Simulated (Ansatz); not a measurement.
A made-up structure of CH$_{2}$AlO, doublet:

```
5
angstrom
C 0.0044 0.4730 -0.1800
O -0.5955 -0.4588 0.5842
Al 0.3843 -1.9182 0.4515
H -0.4073 0.6761 -1.1651
H 1.1311 -3.1920 0.0910
```

It is relaxed with PBE-D4/def2-SVP and then PBE0-D4/def2-TZVP (Ansatz 0.2.0). Atoms count as bonded within 1.22 times the sum of their covalent radii (H–H: 0.88 Å). The end point is not checked to be a true minimum.

**Question.** Does its bonding change? (A judgement: the text doesn't fix the answer.)

**Answer.** Computed: Yes. Formed: C1–Al3; broken: none.

Where it ends: The first stage lowers the energy by 2.85 eV in 13 steps. It ends as CH₂AlO ([CH]1[O][AlH]1):
| atom | x (Å) | y (Å) | z (Å) |
| --- | --- | --- | --- |
| C1 | 0.0191 | -0.0846 | -0.2765 |
| O2 | -0.9496 | -0.6447 | 0.2798 |
| Al3 | 0.7711 | -1.5585 | 0.7353 |
| H4 | -0.1965 | 0.8054 | -0.8935 |
| H5 | 0.8729 | -2.9375 | -0.0634 |

Labels in which every atom is bracketed show which atoms are joined, not bond orders.

For scale, one of the runs: PBE0-D4/def2-TZVP relaxation, 111 basis functions, launched by `ansatz run in.yaml --threads 2 --pin off --events-out ev --progress --plain --max-ram 4352MiB`. Hardware: 2 CPU threads of an Arm Neoverse V2, shared host. Wall time about 22 s.
